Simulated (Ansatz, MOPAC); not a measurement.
System: C2HO, net charge 0, doublet state. SMILES: [CH]=C=O

Atoms: C1, C2, H3, O4. Bonds: C1-C2, C1-H3, C2-O4.

Bond lengths (Å) and angles (degrees) optimised at AM1 with MOPAC; HF/6-31G* with Ansatz (a first-principles code); B3LYP/6-31G* with Ansatz, each started from the B3LYP-D3(BJ)/def2-TZVP structure (Ansatz) of the last column. A row stands for all coordinates that are equal there. 6-31G* holds six Cartesian d functions.

| coordinate | AM1 | HF/6-31G* | B3LYP/6-31G* | B3LYP-D3(BJ)/def2-TZVP |
|---|---|---|---|---|
| C1-C2 | 1.259 | 1.247 | 1.295 | 1.288 |
| C1-H3 | 1.056 | 1.055 | 1.075 | 1.071 |
| C2-O4 | 1.209 | 1.172 | 1.183 | 1.171 |
| C1-C2-O4 | 180.0 | 180.0 | 169.8 | 170.8 |
| C2-C1-H3 | 180.0 | 180.0 | 136.1 | 137.1 |

Mean signed difference of all 3 bond lengths from B3LYP-D3(BJ)/def2-TZVP: AM1 -0.002 Å, HF/6-31G* -0.019 Å, B3LYP/6-31G* 0.008 Å.
